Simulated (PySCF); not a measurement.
Isomers of C4H6O2. Theory: PBE0-D3(BJ)/def2-SVP geometry optimisation, gas phase in PySCF 2.14.0. Energies are electronic, without zero-point or thermal terms, for one conformer each. No frequencies were run at this level. Point groups hold within 0.08 Å.

Question: Order them by energy at this level, lowest first, and give relative energies in kcal/mol.
A. `[CH2:1]=[CH:2][C:3](=[O:4])[O:5][CH3:6]` with C1–C2–C3–O4 -1°, C2–C3–O5–C6 180°
B. `[CH2:1]=[C:2]([CH3:3])[C:4](=[O:5])[OH:6]` with C1–C2–C4–O5 180°, C2–C4–O6–H 180° (methacrylic acid)

Answer: B (0.0), A (13.7).

As drawn, the lower has an O–H bond, which the higher lacks.

```json
{"SMILES": "C=C(C)C(=O)O", "E (Eh)": "-305.92266", "E rel (kcal/mol)": "0.0", "dipole (D)": "1.55", "point group": "Cs", "A, B, C (MHz)": "5393, 3524, 2160"}
{"SMILES": "C=CC(=O)OC", "E (Eh)": "-305.90090", "E rel (kcal/mol)": "13.7", "dipole (D)": "1.47", "point group": "near Cs", "A, B, C (MHz)": "10398, 2339, 1933"}
```

Q: How do the relative energies change in single points at KT3/pcSseg-2 (no added dispersion term) on the same geometries?

A: 
```csv
SMILES,PBE0-D3(BJ)/def2-SVP (kcal/mol),KT3/pcSseg-2 (kcal/mol),shift
C=C(C)C(=O)O,0.0,0.0,0.0
C=CC(=O)OC,13.7,12.8,-0.9
```

Each column counts from its own lowest isomer. The order is unchanged; the largest shift is 0.9 kcal/mol.

Q: As an exercise, what shares would exp(−E/RT) give at 2000 K from these electronic energies alone (no entropy, no degeneracies)?

A: RT = 3.974 kcal/mol: C=C(C)C(=O)O 96.9 %, C=CC(=O)OC 3.1 %.
